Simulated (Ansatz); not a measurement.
# C4H5: the cost of one run

All numbers below are computed with Ansatz 0.2.0 (RKS PBE0-D4/6-31G*).

**1. Starting point**

Bond lengths: C1–C2 1.203 Å, C2–C3 1.433 Å, C3–C4 1.402 Å, C1–H5 1.054 Å, C3–H6 1.117 Å, C3–H7 1.116 Å, C4–H8 1.083 Å, C4–H9 1.084 Å. Angles: C1–C2–C3 179.5°, C2–C1–H5 179.6°, C2–C3–C4 120.9°, C2–C3–H6 110.4°, C2–C3–H7 110.5°, C4–C3–H6 109.0°, C4–C3–H7 109.2°, H6–C3–H7 93.2°, C3–C4–H8 120.7°, C3–C4–H9 122.2°, H8–C4–H9 117.2°.

Structure file:

```xyz
9

C    -0.4933    1.1050   -1.8337
C    -0.0421    0.5533   -0.8646
C     0.5051   -0.0961    0.2892
C    -0.3163   -0.8157    1.1679
H    -0.8830    1.5869   -2.6864
H     1.3759   -0.7334    0.0012
H     1.1378    0.6132    0.8748
H     0.1012   -1.3038    2.0393
H    -1.3852   -0.9095    1.0123
```

**2. End point A**

Input file input.yaml:

```yaml
crystal:
  periodic: [false, false, false]
  atoms:
    - { symbol: C, position_ang: [-0.49333, 1.10498, -1.83365] }
    - { symbol: C, position_ang: [-0.04206, 0.55331, -0.8646] }
    - { symbol: C, position_ang: [0.5051, -0.09609, 0.28918] }
    - { symbol: C, position_ang: [-0.31631, -0.81566, 1.16793] }
    - { symbol: H, position_ang: [-0.88298, 1.58689, -2.68644] }
    - { symbol: H, position_ang: [1.37585, -0.73342, 0.00122] }
    - { symbol: H, position_ang: [1.13777, 0.61325, 0.8748] }
    - { symbol: H, position_ang: [0.1012, -1.30378, 2.03927] }
    - { symbol: H, position_ang: [-1.38524, -0.90948, 1.01229] }
total_charge: 1
basis:
  gaussian: { orbitals: "6-31G*" }
hamiltonian:
  xc: pbe0
  dispersion: d4
relax:
  f_tol: 0.02
  max_steps: 50
```

Started as:

```
ansatz run input.yaml --threads 1 --pin off --max-ram 2048MiB --backend cpu --events-out ev --progress --plain --runs-dir out
```

**Question.** How long does this run take on 1 thread of Arm Neoverse V1, shared host, and how much memory does it need?

About 66 s, with a peak of 0.13 GiB.
